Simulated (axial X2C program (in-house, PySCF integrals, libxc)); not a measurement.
## Worked dissociation energy of AlS⁻: MP2, 2c

All values were computed with an in-house relativistic program for diatomic molecules. Two-component (2c) means X2C with spin–orbit coupling and atomic mean-field two-electron Coulomb and Gaunt terms. Basis: S dyall-av3z [9s8p3d2f], Al dyall-av3z [9s9p3d2f] (cores contracted in-house); Gaussian nuclei, density fitting, unrestricted open shells. Masses: S 31.972 u, Al 26.982 u.

Molecular state: Ω = 0 (closed shell).

Correlated methods: 10 electrons correlated (number of frozen shells: S 2 s, 1 p; Al 2 s, 1 p), 200 virtual spin orbitals or spinors in MP2.

```
E(S-) (2M_J = 3) : -398.728810 hartree
E(Al) (2M_J = 1) : -242.326472 hartree
E(AlS⁻) at Re    : -641.234372 hartree
ωe               : 571.5 cm⁻¹
ωexe             : 2.06 cm⁻¹
```

Q: Work out De and D0.

A: De = -398.728810 + (-242.326472) − (-641.234372) = 0.17909 hartree = 4.873 eV. The zero-point energy is ωe/2 − ωexe/4 = 285 cm⁻¹ = 0.035 eV, so D0 = 4.838 eV.

The state is one determinant whose occupation by symmetry is held fixed; it was picked as the lowest of a PBE0 search that is not exhaustive. The closed shell is kept restricted, so the energy runs too high when the bond is stretched far. Dissociation energies refer to the lowest single-determinant-based atoms at the same level and basis.

Each atomic determinant is the lowest at this level and need not be a pure J level. Totals compare only within one Hamiltonian and basis.
